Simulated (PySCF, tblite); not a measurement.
# C₄H₁₂NP: geometry, infrared bands and NMR shifts

Wanted: the infrared bands and NMR shifts of C₄H₁₂NP (`CCN(P)CC`), by calculation.

Computed with tblite 0.8.0 and PySCF 2.14.0, with density-fitted response routines of our own, on a single molecule in the gas phase. Atoms are numbered from 0 throughout.

### 1 The starting structure

18 atoms, charge 0, multiplicity 1; geometry from: force field or distance geometry start.

Bonds of the start (Å): C0–C1 1.53, C1–N2 1.43, N2–P3 1.81, N2–C4 1.42, C4–C5 1.52, C0–H6 1.11, C0–H7 1.10, C0–H8 1.12, C1–H9 1.11, C1–H10 1.13, P3–H11 1.46, P3–H12 1.44, C4–H13 1.14, C4–H14 1.10, C5–H15 1.09, C5–H16 1.13, C5–H17 1.09.

### 2 Geometry optimisation with GFN2-xTB

What the job is given:

```
{"job": {"kind": "relax", "xc": "GFN2-xTB", "basis": "xTB"}, "charge": 0, "multiplicity": 1}
C      2.364700    -0.054900     0.352400
C      1.259900     0.604800    -0.471300
N     -0.037400     0.543200     0.138700
P     -1.131900     1.613000    -0.821400
C     -0.512900    -0.798500     0.092300
C     -1.904000    -1.002800     0.657700
H      2.620900     0.589000     1.221700
H      2.124300    -1.093700     0.601800
H      3.263000    -0.052500    -0.316400
H      1.541100     1.634700    -0.773200
H      1.245100     0.012500    -1.438200
H     -1.406000     2.867400    -0.131100
H     -2.408400     1.012600    -1.096300
H     -0.509100    -1.081500    -1.010100
H      0.172900    -1.431200     0.668500
H     -2.632300    -0.865900    -0.142100
H     -1.940700    -2.102400     0.922200
H     -2.117900    -0.387600     1.533200
```

Started as:

```bash
> OMP_NUM_THREADS=1 python probes_run.py task.json out
```

This one command runs all jobs of the session in turn.

**Question.** This job is followed by: GFN2-xTB harmonic vibrations, gas phase; GIAO PBE0/pcSseg-1 NMR shielding, non-relativistic, gas phase. What will the session give for the following? strongest single infrared mode (GFN2-xTB); zero-point energy (GFN2-xTB); 13C shifts against TMS (PBE0/pcSseg-1, means over atoms taken as alike); 1H shifts against TMS (PBE0/pcSseg-1, means over atoms taken as alike); 15N shifts against NH3 (PBE0/pcSseg-1); 31P shifts against H3PO4 (PBE0/pcSseg-1); surface potential, 1st and 99th percentile.

**Answer**, as computed:

| quantity | value |
| --- | --- |
| strongest single infrared mode (GFN2-xTB) | 2116 cm⁻¹, 223 km/mol |
| zero-point energy (GFN2-xTB) | 96.6 kcal/mol |
| 13C shifts against TMS (PBE0/pcSseg-1, means over atoms taken as alike) | 57.6, 17.0 ppm |
| 1H shifts against TMS (PBE0/pcSseg-1, means over atoms taken as alike) | 4.96, 3.08, 1.12 ppm |
| 15N shifts against NH3 (PBE0/pcSseg-1) | 29.1 ppm |
| 31P shifts against H3PO4 (PBE0/pcSseg-1) | -89.0 ppm |
| surface potential, 1st and 99th percentile | -1.03 V and 0.69 V |

In words: Relaxing lowered the energy by 1.585 eV in 198 steps; the close pair that moved most is N2–P3, from 1.807 to 1.688 Å. All 48 modes are real, so the xTB geometry is a minimum. The strongest single mode, at 2116 cm⁻¹, moves mainly H11. GFN2-xTB is a fitted tight-binding method: band positions and strengths are rough. Its intensities can rank the bands wrongly. The most deshielded carbon is C1, C4 (mean) (sp3 CH2 bonded to N), at 57.6 ppm: pulled downfield by the heteroatom. At PBE0/pcSseg-1: Shielding is most anisotropic at P3 (span 331 ppm, paramagnetic term -560 ppm).
